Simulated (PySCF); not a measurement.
## Ionisation of `CCN1CCC1` (C5H11N)

Parent: `CCN1CCC1` (C5H11N). Atom numbers as in the mapped SMILES `[CH3:1][CH2:2][N:3]1[CH2:4][CH2:5][CH2:6]1`.

Energies: ωB97X-D3(BJ)/ma-def2-SVP (PySCF, density fitting, integration grid level 2) on PBE0-D3(BJ)/def2-SVP structures. The prefix ma- adds one diffuse s and one diffuse p function on all atoms but H. Thermal corrections: GFN2-xTB frequencies, unscaled, ideal gas at 298.15 K and 1 bar, quasi-RRHO entropy. These were taken at the GFN2-xTB minima.

Frontier levels of the parent: HOMO -8.62 eV, LUMO 1.95 eV.

Oxidation to the radical cation:
- Vertical ionisation energy (electronic): 8.37 eV
- Adiabatic ionisation energy (with zero-point energy): 7.58 eV
- Adiabatic, electronic part: 7.66 eV
- Vertical gap at the product's structure: 7.23 eV
- Inner reorganisation energy (four-point): 1134 meV
- Relaxation of product / of parent: 701 / 433 meV
- ⟨S²⟩ of the product: 0.755
- Largest spin populations: N3 0.81
- Largest changes of atomic charge: N3 0.40, H (on C2) 0.11, H (on C4) 0.10, H (on C6) 0.10
- Distances that move most (Å): N3–C4 1.461 → 1.446; N3–C6 1.458 → 1.448; C2–H 1.117 → 1.109; C2–N3 1.436 → 1.428
- Potential in acetonitrile: 5.29 V absolute (solvation -10 → -229 kJ/mol)
- Potential in DMSO: 5.27 V absolute (solvation -10 → -230 kJ/mol)

Solvents are IEF-PCM continua (electrostatics only, gas-phase structures); absolute potentials refer to an electron at rest in vacuum.

Known limits: ma-def2-SVP is a small basis, whose errors can reach tens of kJ/mol.

Run with `OMP_NUM_THREADS=1 python redox_run.py task.json out` on 1 thread of Intel Xeon @ 2.70GHz, a shared host. Structures, frequencies and single points: 6.8 min of wall time.
